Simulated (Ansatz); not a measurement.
## Width of the whole s-p valence band of rock-salt MgS at several levels of theory

No measured value is used here.

```csv
level (code),value (eV),cell (Å³/atom)
LDA (Ansatz),12.65,17.61
PBE (Ansatz),12.67,17.61
RPBE (Ansatz),12.65,17.61
PBE-D4 (Ansatz),12.77,17.29
r²SCAN-D4 (Ansatz),13.25,17.41
r²SCAN+rVV10 (Ansatz),13.24,17.47
B3LYP (VWN-RPA form) (Ansatz),13.69,17.61
r²SCANh (Ansatz),13.67,17.54
Hartree–Fock (Ansatz),17.78,17.61
```

Widths are read from band energies on the run's k points.  Values are at the measured cell; PBE-D4 at the level's own equilibrium cell; r²SCAN-D4 at the level's own equilibrium cell; r²SCAN+rVV10 at the level's own relaxed cell; r²SCANh at the level's own equilibrium cell. Cutoffs and k meshes differ between the levels. Ansatz's density-functional and Hartree–Fock values are scalar-relativistic unless marked +SOC, with PAW data made under PBE.

Ansatz is an electronic-structure program.
